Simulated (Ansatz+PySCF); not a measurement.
# singlet CH2O2: levels of theory in one basis

```tsv
atom	x (Å)	y (Å)	z (Å)
C	0.0000	-0.4063	-0.0945
O	0.0000	-0.3624	1.1006
O	0.0000	0.6540	-0.9005
H	0.0000	-1.3371	-0.7000
H	0.0000	1.4426	-0.3332
```

Basis set: def2-SVP (spherical functions). Correlated methods keep 3 orbitals frozen. Charge 0, multiplicity 1.

Computed with Ansatz (development build ahead of 0.2.0); each method stands on the lowest determinant of its kind that the runs found. NEVPT2 correlates all electrons. Active spaces start from the frontier orbitals, and the lowest solution found is given.

| method | E − E(RHF) (eV) | <S²> of the determinant |
| --- | --- | --- |
| RHF | 0.00 | 0.00 |
| RHF-CCSD | -13.87 | – |
| RHF-CCSD(T) | -14.27 | – |
| CASSCF(2,2) | -0.76 | – |
| SC-NEVPT2(2,2) | -13.68 | – |

Problem. What does RHF-MP2 give on the same scale?

Solution. -13.53 eV.

Problem. Is a single determinant a sound starting point here?

Solution. By this sign, yes. Unrestricted orbitals gain 0.00 eV and <S²> is 0.00 against 0.00 for a pure state. The CASSCF(2,2) natural occupations are 1.94, 0.06.

Caution for CASSCF(2,2): other starts end on other solutions of this active space.
